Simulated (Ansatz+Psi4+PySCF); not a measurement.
The numbers below are computed, except where a source is named.
A run of Psi4 1.11 on singlet Cl2 at this shape:

```xyz
2

Cl    0.0000    0.0000    1.2090
Cl    0.0000    0.0000   -1.2090
```

Its results:

```yaml
Converged: yes
Total_energy: -918.95332 hartree
Spin_squared_of_the_determinant: 0.000
Occupied_orbitals_by_symmetry_in_an_Abelian_subgroup_alpha;_beta: 5 Ag 2 B2g 2 B3g 4 B1u 2 B2u 2 B3u; 5 Ag 2 B2g 2 B3g 4 B1u 2 B2u 2 B3u
```

**Question.** Which input gives this output? Name the method, the orbitals and the basis set, and write the input.

**Answer.** RHF in cc-pV(T+d)Z. An unrestricted run that stays on the closed shell gives the same numbers.

```
molecule {
0 1
Cl 0.000000 0.000000 1.209050
Cl 0.000000 0.000000 -1.209050
}

set basis cc-pV(T+d)Z
set reference rhf
set scf_type pk
energy('scf')
```

Caution: stretched shape with no unrestricted run beside it, a lower state can exist; unrestricted orbitals would lower the determinant.
